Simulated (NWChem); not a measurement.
# triplet C3H6O2 at 4 levels

Aim: a comparison of 4 runs (U-wB97X/6-31G*, UB2PLYP/6-31G*, UCAM-B3LYP/6-31G*, UM06-2X/6-31G*) of triplet C3H6O2. 

The results are computed with NWChem 7.3.0.

## 1. Starting point

C3H6O2: 11 atoms, total charge 0, spin state triplet. As SMILES of the parent species, `COC(C)=O`. Geometry: relaxed at PBE0-D4/def2-TZVP. This is one conformer, not always the lowest. That shape belongs to the parent species and isn't relaxed for this state.

Bond lengths: C1–O2 1.423 Å, O2–C3 1.341 Å, C3–C4 1.498 Å, C3–O5 1.201 Å, C1–H6 1.091 Å, C1–H7 1.091 Å, C1–H8 1.088 Å, C4–H9 1.092 Å, C4–H10 1.087 Å, C4–H11 1.092 Å. Some angles: C1–O2–C3 115.2°, O2–C3–C4 111.1°, O2–C3–O5 123.3°, C4–C3–O5 125.6°, O2–C1–H6 110.7°, O2–C1–H7 110.7°, O2–C1–H8 105.9°, C3–C4–H9 109.9°, C3–C4–H10 109.5°, C3–C4–H11 109.9°.

## 2. A single-point energy at U-wB97X/6-31G(d) (spherical functions) (run 1)

geom.nw

```
start geom
title "C3H6O2"
memory stack 880 mb heap 220 mb global 1100 mb

geometry units au noautosym nocenter noautoz
 C  -2.72233946  1.88349003  1.05427820
 O  -1.21830643 -0.31312762  0.66839613
 C   0.99286211  0.08465973 -0.50493482
 C   2.42792012 -2.33437868 -0.81655066
 O   1.68658057  2.13255593 -1.19506280
 H  -1.71719413  3.25826578  2.21589285
 H  -3.19930633  2.76391343 -0.74776463
 H  -4.42328194  1.23966034  2.01218038
 H   2.79112549 -3.17719653  1.03084560
 H   4.20199501 -1.96077983 -1.78163379
 H   1.30353308 -3.68458800 -1.89709606
end

basis spherical bse
 * library 6-31G*
end

dft
 xc wb97x
 mult 3
 grid xfine
 convergence energy 1e-08
 iterations 100
 mulliken
end

task dft
```

Started as:

```sh
nwchem geom.nw > geom.out
```

Output:

```text
[...]
          Wavefunction type:  spin polarized.
          No. of atoms     :    11
          No. of electrons :    40
[...]
          Charge           :     0
          Spin multiplicity:     3
[...]
          AO basis - number of functions:    82
[...]
              XC Information
              --------------
                       wb97x  Method XC Functional
                     Hartree-Fock (Exact) Exchange  1.000
                         wb97x Exchange Functional  1.000
                      wb97x Correlation Functional  1.000
[...]
 d= 0,ls=0.0,diis     1   -268.0067357014 -4.51D+02  5.18D-03  1.59D-01    10.7
[...]
 d= 0,ls=0.0,diis    18   -268.1112478439 -4.68D-09  2.61D-07  5.29D-11   207.6
[...]
         Total DFT energy =     -268.111247843859
      One electron energy =     -726.160454506358
           Coulomb energy =      311.224866126183
    Exchange-Corr. energy =      -35.700794515637
 Nuclear repulsion energy =      182.525135051953
[...]
      Total Density - Mulliken Population Analysis
     ---------------------------------------------
    Atom       Charge   Shell Charges
 -----------   ------   -------------------------------------------------------
    1 C    6     6.25   2.00  0.67  2.07  0.58  0.87  0.06
    2 O    8     8.44   2.00  0.90  2.92  0.94  1.66  0.03
    3 C    6     5.65   2.00  0.65  2.12  0.26  0.52  0.11
    4 C    6     6.51   2.00  0.66  2.12  0.64  1.05  0.04
    5 O    8     8.20   2.00  0.94  2.82  0.94  1.48  0.03
    6 H    1     0.83   0.53  0.30
    7 H    1     0.83   0.53  0.30
    8 H    1     0.82   0.53  0.29
    9 H    1     0.82   0.52  0.30
   10 H    1     0.82   0.52  0.30
[...]
      <S2> =      2.0057 (Exact =     2.0000)
[...]
```

Run time: 3.5 min. Hardware: 1 thread of Intel Xeon Platinum 8488C (Sapphire Rapids), shared host; peak memory 0.14 GiB.

## 3. The energy at UB2PLYP/6-31G(d) (spherical functions) (run 2)

mymol.nw

```
start mymol
title "C3H6O2 B2PLYP"
memory 2200 mb
charge 0

geometry units bohr noautosym nocenter noautoz
C   -2.72233946   1.88349003   1.05427820
O   -1.21830643  -0.31312762   0.66839613
C    0.99286211   0.08465973  -0.50493482
C    2.42792012  -2.33437868  -0.81655066
O    1.68658057   2.13255593  -1.19506280
H   -1.71719413   3.25826578   2.21589285
H   -3.19930633   2.76391343  -0.74776463
H   -4.42328194   1.23966034   2.01218038
H    2.79112549  -3.17719653   1.03084560
H    4.20199501  -1.96077983  -1.78163379
H    1.30353308  -3.68458800  -1.89709606
end

basis spherical bse
* library 6-31G*
end

dft
xc hfexch 0.53 becke88 0.47 lyp 0.73 mp2 0.27
dftmp2 semidirect
mult 3
grid xfine
convergence energy 1e-08
iterations 100
mulliken
end

mp2
freeze core 5
end

task dft energy
```

Started as:

```sh
nwchem mymol.nw > mymol.out
```

Output:

```text
[...]
          Wavefunction type:  spin polarized.
          No. of atoms     :    11
          No. of electrons :    40
[...]
          Charge           :     0
          Spin multiplicity:     3
[...]
          AO basis - number of functions:    82
[...]
              XC Information
              --------------
                     Hartree-Fock (Exact) Exchange  0.530
                    Becke 1988 Exchange Functional  0.470
              Lee-Yang-Parr Correlation Functional  0.730
[...]
 d= 0,ls=0.0,diis     1   -267.5586139953 -4.50D+02  5.29D-03  1.37D-01    11.0
[...]
 d= 0,ls=0.0,diis    18   -267.6715221148 -5.99D-10  8.77D-08  1.46D-11   139.9
[...]
         Total DFT energy =     -267.671522114764
      One electron energy =     -726.086982400193
           Coulomb energy =      311.185768740428
    Exchange-Corr. energy =      -35.295443506953
 Nuclear repulsion energy =      182.525135051953
[...]
      Total Density - Mulliken Population Analysis
     ---------------------------------------------
    Atom       Charge   Shell Charges
 -----------   ------   -------------------------------------------------------
    1 C    6     6.21   2.00  0.67  2.04  0.58  0.85  0.07
    2 O    8     8.52   2.00  0.90  2.92  0.96  1.71  0.03
    3 C    6     5.56   2.00  0.65  2.09  0.24  0.47  0.11
    4 C    6     6.50   2.00  0.66  2.10  0.65  1.04  0.04
    5 O    8     8.23   2.00  0.94  2.82  0.96  1.48  0.03
    6 H    1     0.84   0.53  0.30
    7 H    1     0.84   0.53  0.30
    8 H    1     0.82   0.53  0.29
    9 H    1     0.83   0.52  0.30
   10 H    1     0.83   0.53  0.31
[...]
      <S2> =      2.0092 (Exact =     2.0000)
[...]
  Basis functions       =     82
[...]
```

Run time: 2.4 min. Hardware: 1 thread of Intel Xeon Platinum 8488C (Sapphire Rapids), shared host; peak memory 0.24 GiB.

Run 3 isn't shown in full; the table further down has it.

## 4. The energy at UM06-2X/6-31G(d) (spherical functions) (run 4)

c3h6o2.nw

```
echo
start c3h6o2
title "C3H6O2"
memory 2200 mb
geometry noautosym nocenter noautoz
  C    -1.440600    0.996700    0.557900
  O    -0.644700   -0.165700    0.353700
  C     0.525400    0.044800   -0.267200
  C     1.284800   -1.235300   -0.432100
  O     0.892500    1.128500   -0.632400
  H    -0.908700    1.724200    1.172600
  H    -1.693000    1.462600   -0.395700
  H    -2.340700    0.656000    1.064800
  H     1.477000   -1.681300    0.545500
  H     2.223600   -1.037600   -0.942800
  H     0.689800   -1.949800   -1.003900
end
basis spherical bse
  * library 6-31G*
end
dft
  xc m06-2x
  mult 3
  grid xfine
  convergence energy 1e-08
  maxiter 100
  mulliken
end
task dft energy
```

Started as:

```sh
nwchem c3h6o2.nw > c3h6o2.out
```

Output:

```text
[...]
          Wavefunction type:  spin polarized.
          No. of atoms     :    11
          No. of electrons :    40
[...]
          Charge           :     0
          Spin multiplicity:     3
[...]
          AO basis - number of functions:    82
[...]
              XC Information
              --------------
                       M06-2X Method XC Functional
                     Hartree-Fock (Exact) Exchange  0.540
                        M06-2X Exchange Functional  1.000
                      M06-2X Correlation Potential  1.000
[...]
 d= 0,ls=0.0,diis     1   -267.9606135270 -4.50D+02  5.38D-03  1.30D-01     9.1
[...]
 d= 0,ls=0.0,diis    18   -268.0570198489 -5.73D-10  7.63D-08  9.36D-12   186.9
[...]
         Total DFT energy =     -268.057019848940
      One electron energy =     -726.020759308453
           Coulomb energy =      311.078026109460
    Exchange-Corr. energy =      -35.639434839569
 Nuclear repulsion energy =      182.525148189623
[...]
      Total Density - Mulliken Population Analysis
     ---------------------------------------------
    Atom       Charge   Shell Charges
 -----------   ------   -------------------------------------------------------
    1 C    6     6.25   2.00  0.67  2.05  0.59  0.88  0.06
    2 O    8     8.47   2.00  0.90  2.90  0.96  1.68  0.03
    3 C    6     5.62   2.00  0.65  2.10  0.25  0.53  0.10
    4 C    6     6.52   2.00  0.66  2.11  0.65  1.06  0.04
    5 O    8     8.21   2.00  0.94  2.81  0.95  1.48  0.03
    6 H    1     0.83   0.53  0.30
    7 H    1     0.83   0.53  0.30
    8 H    1     0.81   0.53  0.29
    9 H    1     0.82   0.52  0.30
   10 H    1     0.82   0.52  0.30
[...]
      <S2> =      2.0048 (Exact =     2.0000)
[...]
```

Wall time 3.1 min (1 thread of Intel Xeon Platinum 8488C (Sapphire Rapids), shared host); peak memory 0.14 GiB.

## 5. Overview of the runs

```
run                                    level  frozen core orbitals  energy (Eh)  dipole moment (D)  HOMO energy (eV)  LUMO energy (eV)  wall time
  1     U-wB97X/6-31G* (spherical functions)                     –  -268.111248               0.65             -4.60             -2.45    3.5 min
  2     UB2PLYP/6-31G* (spherical functions)                     5  -267.894292               0.63             -3.66             -2.50    2.4 min
  3  UCAM-B3LYP/6-31G* (spherical functions)                     –  -268.062701               0.65             -3.63             -3.52    3.2 min
  4     UM06-2X/6-31G* (spherical functions)                     –  -268.057020               0.62             -3.50                 –    3.1 min
```

## 6. Results

```
                                 quantity          value
                      run 4: total energy  -268.05702 Eh
                     run 4: dipole moment         0.62 D
run 4: HOMO energy (highest over α and β)       -3.50 eV
                              run 4: ⟨S²⟩          2.005
```

What this shows: The dipole moment (its size) runs from 0.62 D (UM06-2X/6-31G*) to 0.65 D (U-wB97X/6-31G*). Totals of different functionals can't be ranked against each other. All runs together took 12 min, the longest 3.5 min.
